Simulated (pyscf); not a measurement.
Structures and frequencies: ωB97X-D3(BJ)/def2-SVP in PySCF.

Q: `[CH2][I]` [doublet] + `[H][H]` -> `[CH3][I]` + `[H]` [doublet]
Surface: doublet. Broken: H–H. Formed: C–H. Give ΔE‡ and ΔE from PBE0-D3(BJ)/def2-TZVP, relative to the separated reactants.

A: ΔE‡ = 0.39 eV, ΔE = -0.02 eV. ωB97M-D3(BJ)/def2-TZVP gives 0.54 eV and 0.00 eV. Zero-point energy shifts the barrier by +0.07 eV. It is a hydrogen abstraction, with an imaginary mode of 1483i cm⁻¹. This is the saddle that the search found; another between the same sides may lie lower. The angle at the transferred H is 177°. Elements past Kr carry the def2 core potentials, without spin-orbit coupling.
